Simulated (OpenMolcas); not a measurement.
BH2 (boron dihydride): the vertical ionisation energy, rung by rung

BH2 has 3 atoms, charge 0, and is taken as a doublet. SMILES: `[BH2]`. The shape is that of a PBE0-D4/def2-TZVP optimisation.

| atom | x (Å) | y (Å) | z (Å) |
| --- | --- | --- | --- |
| B | 0.2651 | -0.1677 | 0.1297 |
| H | 0.2921 | 1.0149 | 0.2708 |
| H | -0.5572 | -0.8473 | -0.4006 |

Quantity: the vertical ionisation energy (to the singlet cation), in eV. The values are calculated.

```json
{"level": "UHF/def2-TZVPPD", "kind": "Hartree–Fock", "program": "OpenMolcas", "value (eV)": "8.60", "less CCSD(T)/def2-TZVPPD": "-0.38"}
{"level": "USVWN5/def2-TZVPPD", "kind": "LDA", "program": "OpenMolcas", "value (eV)": "9.19", "less CCSD(T)/def2-TZVPPD": "+0.21"}
{"level": "U-revPBE/def2-TZVPPD", "kind": "GGA", "program": "OpenMolcas", "value (eV)": "9.20", "less CCSD(T)/def2-TZVPPD": "+0.22"}
{"level": "UBLYP/def2-TZVPPD", "kind": "GGA", "program": "OpenMolcas", "value (eV)": "9.08", "less CCSD(T)/def2-TZVPPD": "+0.10"}
{"level": "UTPSS/def2-TZVPPD", "kind": "meta-GGA", "program": "OpenMolcas", "value (eV)": "9.18", "less CCSD(T)/def2-TZVPPD": "+0.20"}
{"level": "UB3LYP/def2-TZVPPD", "kind": "global hybrid", "program": "OpenMolcas", "value (eV)": "9.22", "less CCSD(T)/def2-TZVPPD": "+0.24"}
{"level": "ROCCSD(T)/def2-TZVPPD", "kind": "coupled cluster or CI", "program": "OpenMolcas", "value (eV)": "8.98", "less CCSD(T)/def2-TZVPPD": "0.00"}
```

ROCCSD(T)/def2-TZVPPD is the highest level here, not the true value. The values span 8.60 to 9.22 eV.
